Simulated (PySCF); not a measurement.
All values below come from PySCF with B3LYP-D3(BJ)/def2-TZVP. All species are isolated molecules in the gas phase. One relaxed conformer stands for a flexible species; it need not be the lowest. B3LYP has the VWN-RPA correlation part, as in Gaussian. Delta-SCF ions had no search for a lower state. Excitations are Tamm–Dancoff values on a coarser integration grid. The basis has no diffuse functions, so Rydberg states are missing or too high.

Reference species (SMILES): `CC=C` (neutral, multiplicity 1).

| Quantity | Result |
|---|---|
| brightest of the four lowest singlets (TDA) | 7.97 eV |
| vertical ionisation energy (Delta-SCF) | 9.78 eV |
| HOMO | -7.15 eV |
| T1 excitation (TDA) | 4.49 eV |

Changed species: `C=C[CH2][GeH3]` (C–C–C–Ge torsion 106°) (X = germyl; the reference has X = H).

Problem. Predict the effect on the brightest of the four lowest singlets (TDA), vertical ionisation energy (Delta-SCF), HOMO and T1 excitation (TDA).

Solution. the brightest of the four lowest singlets (TDA) falls by 1.09 eV, to 6.88 eV; the vertical ionisation energy (Delta-SCF) falls by 0.68 eV, to 9.10 eV; the HOMO goes up by 0.27 eV, to -6.88 eV; the T1 excitation (TDA) falls by 0.22 eV, to 4.27 eV.
